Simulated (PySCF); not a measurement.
A structure optimised at r2SCAN-D4/def2-TZVP, used in a PySCF frequency run:

```xyz
5

C     -1.0993    -0.0094     0.0000
S      0.6885    -0.0021     0.0000
H     -1.4110     1.0418     0.0000
H     -1.5044    -0.4756    -0.8990
H     -1.5044    -0.4756     0.8990
```
Charge 0, spin multiplicity 2.

Problem. Write its SMILES, formula and point group.

Solution. C[S], CH3S, Cs

Problem. What are its rotational constants (standard atomic weights)?

Solution. 158.90, 13.506, 13.478 GHz
